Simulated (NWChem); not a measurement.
# Atomisation of H3Si

SMILES: [SiH3]
```xyz
4

Si    -0.0007     0.0806     0.0000
H      1.4245    -0.3645     0.0000
H     -0.7077    -0.3818     1.2310
H     -0.7077    -0.3818    -1.2310
```
Charge 0, spin multiplicity 2.

Program: NWChem. Structure: optimised with UB3LYP/def2-SVP, a minimum by its harmonic frequencies.

Basis set: def2-TZVP. The atomisation energy is electronic alone: no zero-point, thermal, spin-orbit or counterpoise terms. No value is extrapolated to the basis-set limit. Free atoms are single determinants with multiplicities Si 3, H 2. Correlated methods freeze the same cores in atoms and molecule, 5 orbitals in all.

The correlated methods keep 5 core orbitals frozen. B3LYP has NWChem's definition, with VWN1-RPA local correlation. The structure started from a generated list of species. The unpaired electrons of the parent sit in orbitals of symmetry a' (Cs labels of the run); other states weren't searched. No SCF solution was tested for a lower state. Open-shell Hartree-Fock references start from PBE0 orbitals. Coupled-cluster values serve here as a point of comparison, not as the truth.

Problem. Order these methods by the atomisation energy they give, lowest first: CAM-B3LYP, PBE, PBE0, CCSD(T), HF, B3LYP.

Solution. HF (179.7 kcal/mol), CCSD(T) (218.5 kcal/mol), PBE (222.6 kcal/mol), PBE0 (223.5 kcal/mol), B3LYP (228.4 kcal/mol), CAM-B3LYP (229.3 kcal/mol)
